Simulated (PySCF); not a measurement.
Molecule: SMILES n1cn(C)nc1, C3H5N3.

Atom-mapped SMILES (the numbers label the heavy atoms): `[CH3:1][n:2]1[cH:3][n:4][cH:5][n:6]1`. Each H is labelled by its parent atom.

Geometry PBE0-D3(BJ)/def2-SVP throughout; GIAO in PySCF 2.14, gas phase, one conformer, non-relativistic; equivalent atoms averaged; basis pcSseg-2.

Question: How do the absolute shieldings σ depend on the functional? (ppm; last column core-seconds on 1 thread of an Arm Neoverse V1, shared host)

Answer: 
```tsv
functional	kind	C5	C3	C1	N6	N4	N2	H(C5)	H(C3)	H(C1)	core-s
KT2	GGA	31.8	43.3	145.6	-55.6	-15.9	34.2	23.39	23.54	27.40	52
KT3	GGA	31.7	43.3	144.4	-54.3	-14.9	35.5	23.55	23.70	27.59	52
B97-D	GGA	23.7	35.5	141.5	-64.1	-25.9	27.5	23.61	23.75	27.64	50
B3LYP	global hybrid	16.9	28.4	141.9	-80.0	-38.0	20.2	23.53	23.66	27.63	33
PBE0	global hybrid	22.3	33.3	147.0	-72.8	-31.4	27.2	23.33	23.47	27.52	44
mPW1PW91	global hybrid	21.3	32.3	146.2	-74.5	-33.0	26.0	23.38	23.52	27.57	51
```

Question: Which nucleus moves most, in ppm?

Answer: N6 (pyridine-type nitrogen of an azole): from -80.0 ppm with B3LYP to -54.3 ppm with KT3. The smallest spread is 0.24 ppm, at H(C1). Proton shifts span only some 12 ppm, so a few tenths of a ppm matter as much there as several ppm in carbon.
